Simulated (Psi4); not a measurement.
Psi4 input (wB97X-D/6-311+G**):

```
memory 1500 MB

molecule {
-1 1
S    -0.00000000   -0.00000000   -0.07935692
H     0.00000000    0.00000000    1.26971067
symmetry c1
no_reorient
no_com
}

set {
  basis 6-311+G**
  reference rks
  scf_type pk
  dft_radial_points 99
  dft_spherical_points 590
  e_convergence 1e-8
  d_convergence 1e-7
  maxiter 150
}

e = energy('wb97x-d')
print_out(f'\nFINAL {e:.10f} DIPOLE {variable("CURRENT DIPOLE")[0]:.6f} {variable("CURRENT DIPOLE")[1]:.6f} {variable("CURRENT DIPOLE")[2]:.6f}\n')
```

Question: Predict the final energy.

Answer: -398.83376 Eh.
